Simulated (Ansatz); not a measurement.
The same path of AlFH2 (4 atoms, charge 0, multiplicity 1) was run twice with different band settings. Lost on the way: Al1–H3. Made: F2–H3.

Computed with RKS PBE/6-31G* in Ansatz.

Relaxed end points:

```xyz
4
Properties=species:S:1:pos:R:3
Al 0.402 0.000 0.180
F 0.443 0.000 1.849
H 1.805 0.000 -0.584
H -1.037 0.000 -0.514
```

```xyz
4
Properties=species:S:1:pos:R:3
Al 0.106 0.000 -0.794
F 1.066 0.000 1.209
H 1.882 0.000 0.687
H -1.441 0.000 -0.171
```

Common settings: movable images 7; climbing image yes; spring 5.0 eV/Å²; start path through a guess of the saddle point; force threshold 0.03 eV/Å; iteration limit 60; end points relaxed.

| run | optimiser | largest step |
| --- | --- | --- |
| 1 | quadratic models (default) | default |
| 2 | fire | 0.02 Å |

Problem. What does each run give, and how far can it be trusted?

Solution. Run 1: converged after 8 iterations, highest image 3.028 eV above the first end. A vibrational analysis at the climbing image gives one clearly imaginary mode, 875i cm⁻¹: a first-order saddle point.
Run 2: converged after 46 iterations, highest image 3.028 eV above the first end. Another band between the same ends (7 images) ends at a top of the same energy, where a vibrational analysis finds 1 clearly imaginary mode.
The orbitals stay closed-shell, which can raise the energy where a bond breaks towards radicals; this wasn't checked here.
